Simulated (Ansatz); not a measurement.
Basis or method: O–Si bond energy of BOSi

BOSi, doublet; coordinates (Å): B 0.000 0.000 -1.421; O 0.000 0.000 -0.129; Si 0.000 0.000 1.551. Quantity: O–Si bond energy, to BO (doublet) + Si.

Ansatz 0.2.0, basis cc-pVDZ or cc-pVTZ; geometries are PBE0/def2-TZVP minima. Wave-function levels freeze the cores; HF, MP2 and coupled cluster are restricted for singlets and unrestricted otherwise, atoms included, Kohn–Sham unrestricted where that lies lower. The reference is CCSDT(Q) (coupled cluster only where its series has nearly closed). Semilocal and hybrid functionals correlate all electrons outside any core potential and usually lie nearer their basis limit than the reference, so part of their error here is the reference's basis and frozen-core error; RPA and the MP2 part of double hybrids freeze the same cores as the reference. None of these values is a measured one. Energies are electronic, without zero-point terms. No spin–orbit coupling and no scalar relativity. The species are chosen: bound, without strong static correlation by their natural occupations or amplitudes, in their lowest spin state as far as vertical gaps and like structures tell, and with a ladder that closes on the reference, so errors are smaller than for species at large; levels whose determinant breaks symmetry or spin markedly are left out.

| level | cc-pVDZ (kcal/mol) | cc-pVTZ (kcal/mol) |
| --- | --- | --- |
| reference | 50.3 (CCSDT(Q)) | 62.8 (CCSDT(Q)) |
| MP2 | 46.6 | 59.0 |
| CCSD | 50.5 | 63.1 |
| CCSD(T) | 50.7 | 63.2 |
| PBE | 57.0 | 61.8 |
| B3LYP | 59.6 | 64.9 |
| B2PLYP | 55.4 | 63.3 |
| RPA-PBE | 49.6 | 60.6 |

From cc-pVDZ to cc-pVTZ the reference moves by 12.5 kcal/mol and PBE by 4.8; the step from CCSD(T) to the reference is -0.4 in the first and -0.4 in the last.
